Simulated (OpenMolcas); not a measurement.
# NF3 (nitrogen trifluoride) at 6 levels

Aim: a comparison of 6 runs (B3LYP/6-31G*, B2PLYP/cc-pVTZ, BLYP/cc-pVTZ, M06-2X/cc-pVTZ, SVWN5/cc-pVTZ, revPBE/cc-pVTZ) of NF3 (nitrogen trifluoride). 

Program for the calculation: OpenMolcas 26.06.

## (1) The structure to begin with

NF3 has 4 atoms, charge 0, and is taken as a singlet. As SMILES, `FN(F)F`. Geometry: relaxed at PBE0-D4/def2-TZVP.

Bond lengths: F1–N2 1.360 Å, N2–F3 1.360 Å, N2–F4 1.360 Å. Angles: F1–N2–F3 102.1°, F1–N2–F4 102.1°, F3–N2–F4 102.1°.

## (2) Energy and forces at B3LYP/6-31G(d) (spherical functions) (run 1)

File job.input:

```
* F3N Kohn-Sham DFT

&GATEWAY
  BASLIB
  $CurrDir
  COORD
  4
  angstrom
  F        0.614010       0.000340       1.066930
  N        0.353420      -0.074150      -0.266250
  F       -0.636280      -1.006490      -0.312240
  F       -0.331150       1.080310      -0.488440
  BASIS
  6-31Gs
  GROUP
  NoSym

&SEWARD
  GRIDINPUT
  Grid=UltraFine
  End of Grid

&SCF
  KSDFT
  B3LYP
  THRESHOLDS
  1e-10 1e-07 1e-07 1e-05
  PRORBITALS
  1 1

&ALASKA
```

The basis set 6-31G* is read from a file made from the Basis Set Exchange's data (not shown).

The run is started by

```sh
export MOLCAS_MEM=1860
pymolcas job.input > job.log
```

Output:

```text
--- Start Module: gateway ---
[...]
--- Stop Module: gateway /rc=_RC_ALL_IS_WELL_ ---
[...]
      Basis functions           56
[...]
--- Start Module: scf ---
[...]
       Convergence after  13 Iterations
[...]
::    Total KS-DFT energy                            -354.0653864501
[...]
      Total spin, S                                     0.0000000000
[...]
      Total electronic charge=   34.000000
      Total            charge=   -0.000000
[...]
      Dipole Moment (debye):
      Origin of the operator (angstrom)=   -0.0249    0.0052    0.0187
                   X=  2.5225E-02               Y= -5.1665E-03               Z= -1.8974E-02           Total=  3.1985E-02
      Quadrupole Moment (debye*angstrom):
[...]
--- Stop Module: scf /rc=_RC_ALL_IS_WELL_ ---
[...]
--- Start Module: alaska ---
[...]
 *              Molecular gradients               *
 **************************************************
  Irreducible representation: a
 ------------------------------------------------------------------------------------------
                              X                       Y                       Z
 ------------------------------------------------------------------------------------------
  F1               -4.40729684356089E-03   -7.78162450950970E-04   -1.68925289908231E-02
  N2               -1.57836279342813E-02    3.32540094256784E-03    1.18963506475387E-02
  F3                1.21061770059079E-02    1.25172061835244E-02    1.33030785778665E-03
  F4                8.08474777195833E-03   -1.50644446751365E-02    3.66587048543199E-03
 ------------------------------------------------------------------------------------------
--- Stop Module: alaska /rc=_RC_ALL_IS_WELL_ ---
[...]
```

Run time: 10 s. Hardware: 1 thread of Arm Neoverse V1, shared host; peak memory 0.39 GiB.

## (3) A single-point energy at B2PLYP/cc-pVTZ (run 2)

File job.input:

```
* F3N Kohn-Sham DFT
&GATEWAY
BASLIB=$CurrDir
COORD
4
angstrom
F        0.614010       0.000340       1.066930
N        0.353420      -0.074150      -0.266250
F       -0.636280      -1.006490      -0.312240
F       -0.331150       1.080310      -0.488440
BASIS=cc-pVTZ
GROUP=NoSym
&SEWARD
GRIDINPUT
Grid=UltraFine
End of Grid
&SCF
KSDFT=B2PLYP_SCF
THRESHOLDS=1e-10 1e-07 1e-07 1e-05
PRORBITALS=1 1
&MBPT2
FROZEN=4
```

The basis set cc-pVTZ is read from a file made from the Basis Set Exchange's data (not shown).

The run is started by

```sh
export MOLCAS_MEM=1860
pymolcas job.input > job.log
```

Output:

```text
--- Start Module: gateway ---
[...]
--- Stop Module: gateway /rc=_RC_ALL_IS_WELL_ ---
[...]
      Basis functions          120
[...]
--- Start Module: scf ---
[...]
       Convergence after  14 Iterations
[...]
::    Total KS-DFT energy                            -353.7146683186
[...]
      Total spin, S                                     0.0000000000
[...]
      Total electronic charge=   34.000000
      Total            charge=   -0.000000
[...]
      Dipole Moment (debye):
      Origin of the operator (angstrom)=   -0.0249    0.0052    0.0187
                   X=  1.7565E-01               Y= -3.6730E-02               Z= -1.3230E-01           Total=  2.2295E-01
      Quadrupole Moment (debye*angstrom):
[...]
--- Stop Module: scf /rc=_RC_ALL_IS_WELL_ ---
[...]
--- Start Module: mbpt2 ---
[...]
 ###    WARNING: MP2 implementation intended for RHF references only         ###
 ###############################################################################
MBPT2 WARNING: Reference function according to RunFile:KS-DFT
I'll assume you know what you're doing and continue
WARNING!
Default frozen orbitals as non valence orbitals is overwritten by user input.
Default values:   4
[...]
       Reference weight ( Cref**2 )         =        0.76584
::    Total MBPT2 energy                             -354.8709865990
[...]
      Total MBPT2 calculations                           0.79      0.86
--- Stop Module: mbpt2 /rc=_RC_ALL_IS_WELL_ ---
[...]
```

It took 34 s on 1 thread of Arm Neoverse V1, shared host; peak memory 0.76 GiB.

Runs 3 to 4 aren't shown in full; the table further down has their settings and results.

## (4) Energy and gradient at SVWN5/cc-pVTZ (run 5)

File job.input:

```
* F3N Kohn-Sham DFT

&GATEWAY
 BasLib=$CurrDir
 Coord
 4
 angstrom
 F        0.614010       0.000340       1.066930
 N        0.353420      -0.074150      -0.266250
 F       -0.636280      -1.006490      -0.312240
 F       -0.331150       1.080310      -0.488440
 Basis=cc-pVTZ
 Group=NoSym

&SEWARD
 GridInput
 Grid=UltraFine
 End of Grid

&SCF
 KSDFT=SVWN5
 Thresholds=1e-10 1e-07 1e-07 1e-05
 PrOrbitals=0

&ALASKA
```

The basis set cc-pVTZ is read from a file made from the Basis Set Exchange's data (not shown).

The run is started by

```sh
export MOLCAS_MEM=1860
pymolcas job.input > job.log
```

Output:

```text
--- Start Module: gateway ---
[...]
--- Stop Module: gateway /rc=_RC_ALL_IS_WELL_ ---
[...]
      Basis functions          120
[...]
--- Start Module: scf ---
[...]
       Convergence after  15 Iterations
[...]
::    Total KS-DFT energy                            -351.9327032269
[...]
      Total spin, S                                     0.0000000000
[...]
      Total electronic charge=   34.000000
      Total            charge=   -0.000000
[...]
      Dipole Moment (debye):
      Origin of the operator (angstrom)=   -0.0249    0.0052    0.0187
                   X=  6.2981E-03               Y= -1.1761E-03               Z= -4.7134E-03           Total=  7.9540E-03
      Quadrupole Moment (debye*angstrom):
[...]
--- Stop Module: scf /rc=_RC_ALL_IS_WELL_ ---
[...]
--- Start Module: alaska ---
[...]
 *              Molecular gradients               *
 **************************************************
  Irreducible representation: a
 ------------------------------------------------------------------------------------------
                              X                       Y                       Z
 ------------------------------------------------------------------------------------------
  F1               -8.30676470294556E-04   -5.03033135898667E-04   -7.43635568616696E-03
  N2               -9.07176109187446E-03    1.90887308421850E-03    6.83908272636913E-03
  F3                5.74838933608035E-03    4.80044931012635E-03   -1.68602069911206E-04
  F4                4.15404822616328E-03   -6.20628925840450E-03    7.65875029878238E-04
 ------------------------------------------------------------------------------------------
--- Stop Module: alaska /rc=_RC_ALL_IS_WELL_ ---
[...]
```

It took 33 s on 1 thread of Arm Neoverse V1, shared host; peak memory 0.76 GiB.

## (5) Energy and forces at revPBE/cc-pVTZ (run 6)

File test.input:

```
>>> EXPORT MOLCAS_PRINT=2

&GATEWAY
 BasLib
 $CurrDir
 BasisSet
 F.cc-pVTZ....
 F1 0.614010 0.000340 1.066930 angstrom
 F3 -0.636280 -1.006490 -0.312240 angstrom
 F4 -0.331150 1.080310 -0.488440 angstrom
 End of Basis
 BasisSet
 N.cc-pVTZ....
 N2 0.353420 -0.074150 -0.266250 angstrom
 End of Basis

&SEWARD
 GridInput
 Grid=UltraFine
 End of Grid

&SCF
 KSDFT
 revPBE
 Thresholds
 1e-10 1e-07 1e-07 1e-05
 PrOrbitals
 1 2

&ALASKA
```

The basis set cc-pVTZ is read from a file made from the Basis Set Exchange's data (not shown).

The run is started by

```sh
export MOLCAS_MEM=1860
pymolcas test.input > test.log
```

Output:

```text
--- Start Module: gateway ---
[...]
--- Stop Module: gateway /rc=_RC_ALL_IS_WELL_ ---
[...]
      Basis functions          120
[...]
--- Start Module: scf ---
[...]
       Convergence after  14 Iterations
[...]
::    Total KS-DFT energy                            -354.1232758494
[...]
      Total spin, S                                     0.0000000000
[...]
      Total electronic charge=   34.000000
      Total            charge=   -0.000000
[...]
      Dipole Moment (debye):
      Origin of the operator (angstrom)=   -0.0249    0.0052    0.0187
                   X=  2.3929E-02               Y= -4.8710E-03               Z= -1.7997E-02           Total=  3.0335E-02
      Quadrupole Moment (debye*angstrom):
[...]
--- Stop Module: scf /rc=_RC_ALL_IS_WELL_ ---
[...]
--- Start Module: alaska ---
[...]
 *              Molecular gradients               *
 **************************************************
  Irreducible representation: a
 ------------------------------------------------------------------------------------------
                              X                       Y                       Z
 ------------------------------------------------------------------------------------------
  F1               -9.01659450871950E-03   -1.45327440617393E-03   -3.28664090809845E-02
  F3                2.33904963946223E-02    2.46509222438505E-02    2.89239384540574E-03
  F4                1.54946062883292E-02   -2.94660132655196E-02    7.46807330912524E-03
  N2               -2.98685081742551E-02    6.26836542794029E-03    2.25059419263864E-02
 ------------------------------------------------------------------------------------------
--- Stop Module: alaska /rc=_RC_ALL_IS_WELL_ ---
[...]
```

Wall time 40 s (1 thread of Arm Neoverse V1, shared host); peak memory 0.76 GiB.

## (6) All runs side by side

```csv
run,level,task,frozen core orbitals,energy (Eh),dipole moment (D),HOMO energy (eV),LUMO energy (eV),wall time
1,B3LYP/6-31G* (spherical functions),gradient,–,-354.065386,0.03,-9.31,1.13,10 s
2,B2PLYP/cc-pVTZ,energy,4,-354.026874,0.22,-12.01,3.06,34 s
3,BLYP/cc-pVTZ,gradient,–,-354.209855,0.05,-8.09,-0.44,41 s
4,M06-2X/cc-pVTZ,gradient,–,-354.103899,0.20,-12.01,2.41,54 s
5,SVWN5/cc-pVTZ,gradient,–,-351.932703,0.01,-8.34,-0.89,33 s
6,revPBE/cc-pVTZ,gradient,–,-354.123276,0.03,-8.04,-0.30,40 s
```

## (7) Results

| quantity | value |
| --- | --- |
| run 6: total energy | -354.12328 Eh |
| run 6: dipole moment | 0.03 D |
| run 6: HOMO energy | -8.04 eV |
| run 6: LUMO energy | -0.30 eV |
| run 6: HOMO–LUMO gap | 7.73 eV |
| run 6: largest force on an atom | 1.950 eV/Å |

What this shows: The dipole moment (its size) runs from 0.01 D (SVWN5/cc-pVTZ) to 0.22 D (B2PLYP/cc-pVTZ). A double hybrid's value is that of its SCF part. The HOMO–LUMO gap runs from 7.45 eV (SVWN5/cc-pVTZ) to 15.07 eV (B2PLYP/cc-pVTZ). For B2PLYP the log adds the whole second-order term; the table takes 0.27 of it, as the functional is defined. Totals of different functionals can't be ranked against each other. All runs together took 3.5 min, the longest 54 s.
